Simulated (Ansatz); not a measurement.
`N#[C][AlH2]` + `[OH][AlH2]` → `[AlH2][O][AlH2]` + `C#N` at 600 K and 1 bar (ligand exchange at the Al–C bond).

Calculated with Ansatz (gas phase, PBE0-D4/def2-TZVP geometries, no zero-point term in ΔE). CBS: MP2 limit from def2 TZ/QZ plus the TZ coupled-cluster correction, frozen cores. This one scheme is used for every species.

| species | CCSD(T)/CBS energy (Eh) | H − E (kJ/mol) | S (J/(mol·K)) |
| --- | --- | --- | --- |
| `N#[C][AlH2]` | -335.94780 | 91.8 | 321.8 |
| `[OH][AlH2]` | -319.03157 | 103.2 | 300.4 |
| `[AlH2][O][AlH2]` | -561.69291 | 131.6 | 379.2 |
| `C#N` | -93.32098 | 64.3 | 228.4 |

H − E and S are ideal-gas, rigid-rotor, harmonic terms from PBE0-D4/def2-TZVP. 1 Eh = 2625.50 kJ/mol, R = 8.31446 J/(mol·K).

Problem. By hand: ΔE, ΔH, ΔS and ΔG.

Solution. ΔE = (-561.69291) + (-93.32098) − (-335.94780) − (-319.03157) = -0.03452 Eh = -90.6 kJ/mol. Δ(H − E) = 131.6 + 64.3 − 91.8 − 103.2 = 0.9, so ΔH = -89.7 kJ/mol. ΔS = 379.2 + 228.4 − 321.8 − 300.4 = -14.6 J/(mol·K). ΔG = -89.7 − 600 × (-14.6)/1000 = -80.9 kJ/mol.

Problem. By hand: the equilibrium constant, and the temperature at which ΔG would vanish if ΔH and ΔS stayed fixed.

Solution. log₁₀ K = −ΔG/(RT ln 10) = 7.0. ΔG = 0 at ΔH/ΔS = 6144 K, far beyond where these terms or the molecules hold.

The number of gas molecules stays the same, so ΔS is small and ΔH decides. A doubt of 5 kJ/mol in ΔE shifts log₁₀ K by 0.4 here. These are equilibria of isolated gas molecules and say nothing of rates. Largest T1 diagnostic: 0.014 (customary marks: 0.02 for closed shells, 0.045 for open ones).
